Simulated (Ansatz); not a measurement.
Born–Oppenheimer molecular dynamics of H6OSi2 (9 atoms, charge 0, multiplicity 1). It starts at the highest image of a converged band. Of that band: Neighbouring images differ by up to 1.8 eV, so the band resolves the path poorly. A vibrational analysis at the climbing image gives 2 clearly imaginary modes (2106i, 59i cm⁻¹): a point of higher order. A lower path may pass nearby, or the ends, which weren't checked, may share the extra mode.

The calculation used RHF/def2-SVP (Ansatz 0.2.0).

* ensemble: NVE (velocity Verlet)
* time step: 0.5 fs
* steps asked: 200
* starting velocities drawn for: 100 K
* seed: 11472

First frame:

```xyz
9
Properties=species:S:1:pos:R:3
Si 0.388 0.091 -0.546
O 0.343 -0.125 1.304
Si -0.404 -0.485 2.756
H -1.320 -1.630 2.572
H 0.643 -0.832 3.737
H -1.167 0.692 3.219
H 1.396 -0.284 0.684
H -0.192 1.440 -0.789
H -0.646 -0.849 -1.060
```

Task: What does the run give?

Result: The run went to its last step.

* steps done: 200
* time covered: 100 fs
* mean temperature over the second half: 797 K
* spread of the potential energy over the second half: 17.9 meV per atom
* mean potential energy of the second half above the start: -70.3 meV per atom

The conserved energy stayed within 0.82 meV per atom of its start (net change 0.31 meV per atom), so the integration is sound. The kinetic energy rose, since the run started high on the potential surface and went downhill. It ends in pieces (H2Si + H4OSi), so much of that is their flight and rotation, not heat. A run of 0.1 ps of so small a system gives no equilibrium averages. The orbitals stay closed-shell, which can raise the energy where a bond breaks towards radicals; this wasn't checked here.

Task: What happens to the structure?

Result: Between its relaxed ends the band would form O2–H7 and break Si1–H7. These pairs go: O2–H7 1.23 → 0.87 Å, Si1–H7 1.63 → 3.96 Å. In the last frame they stand as after the step (other bonds may differ from the relaxed reactants and products). Also parted: Si1–O2 1.86 → 3.73 Å. It ends as H2Si + H4OSi. Pairs count as bonded within 1.25 times the sum of covalent radii (0.12 Å more for H–H). Another seed would give other details.

Task: How do temperature and energy run in time?

Result: 
```json
{"time (fs)": "0", "T (K)": "100", "potential energy less start (eV)": "0.000", "conserved less start (meV/atom)": "0.00"}
{"time (fs)": "5", "T (K)": "164", "potential energy less start (eV)": "-0.057", "conserved less start (meV/atom)": "0.09"}
{"time (fs)": "10", "T (K)": "848", "potential energy less start (eV)": "-0.675", "conserved less start (meV/atom)": "0.23"}
{"time (fs)": "15", "T (K)": "943", "potential energy less start (eV)": "-0.763", "conserved less start (meV/atom)": "0.02"}
{"time (fs)": "20", "T (K)": "1100", "potential energy less start (eV)": "-0.912", "conserved less start (meV/atom)": "-0.82"}
{"time (fs)": "25", "T (K)": "1348", "potential energy less start (eV)": "-1.136", "conserved less start (meV/atom)": "-0.72"}
{"time (fs)": "30", "T (K)": "951", "potential energy less start (eV)": "-0.769", "conserved less start (meV/atom)": "0.11"}
{"time (fs)": "35", "T (K)": "949", "potential energy less start (eV)": "-0.764", "conserved less start (meV/atom)": "0.48"}
{"time (fs)": "40", "T (K)": "1151", "potential energy less start (eV)": "-0.952", "conserved less start (meV/atom)": "-0.04"}
{"time (fs)": "45", "T (K)": "1187", "potential energy less start (eV)": "-0.988", "conserved less start (meV/atom)": "-0.55"}
{"time (fs)": "50", "T (K)": "868", "potential energy less start (eV)": "-0.700", "conserved less start (meV/atom)": "-0.60"}
{"time (fs)": "55", "T (K)": "788", "potential energy less start (eV)": "-0.621", "conserved less start (meV/atom)": "0.19"}
{"time (fs)": "60", "T (K)": "1046", "potential energy less start (eV)": "-0.856", "conserved less start (meV/atom)": "-0.05"}
{"time (fs)": "65", "T (K)": "879", "potential energy less start (eV)": "-0.708", "conserved less start (meV/atom)": "-0.42"}
{"time (fs)": "70", "T (K)": "641", "potential energy less start (eV)": "-0.491", "conserved less start (meV/atom)": "-0.10"}
{"time (fs)": "75", "T (K)": "819", "potential energy less start (eV)": "-0.647", "conserved less start (meV/atom)": "0.42"}
{"time (fs)": "80", "T (K)": "783", "potential energy less start (eV)": "-0.617", "conserved less start (meV/atom)": "0.09"}
{"time (fs)": "85", "T (K)": "721", "potential energy less start (eV)": "-0.568", "conserved less start (meV/atom)": "-0.69"}
{"time (fs)": "90", "T (K)": "857", "potential energy less start (eV)": "-0.692", "conserved less start (meV/atom)": "-0.74"}
{"time (fs)": "95", "T (K)": "626", "potential energy less start (eV)": "-0.475", "conserved less start (meV/atom)": "0.14"}
{"time (fs)": "100", "T (K)": "554", "potential energy less start (eV)": "-0.408", "conserved less start (meV/atom)": "0.31"}
```

The run took 120 s on 1 thread of Intel(R) Xeon(R) 6975P-C (Granite Rapids), with other jobs on the host, peak memory 0.15 GiB.
